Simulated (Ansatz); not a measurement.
**Au (fcc): energy against volume**

These are results of DFT, r2SCAN, plane waves (500 eV) with PAW, scalar-relativistic in Ansatz, not measurements. (PAW data from PBE, frozen cores regenerated.)

The cell is scaled uniformly from the relaxed one, with fractional coordinates and shape fixed. Energies are extrapolated to zero smearing, pressures are those at the given smearing. Magnetic state: spin not included.

A Birch-Murnaghan fit gives V₀ = 17.54 Å³/atom, B₀ = 154 GPa, B₀′ = 5.8.

Problem. What are the energy above the minimum and the pressure at 15.420 Å³/atom?

Solution. 165.5 meV/atom and 28.89 GPa as computed.

Problem. What are the energy above the minimum and the pressure at 16.121 Å³/atom?

Solution. 67.2 meV/atom and 16.65 GPa as computed.

Problem. What are the energy above the minimum and the pressure at 18.223 Å³/atom?

Solution. 11.5 meV/atom and -5.22 GPa as computed.
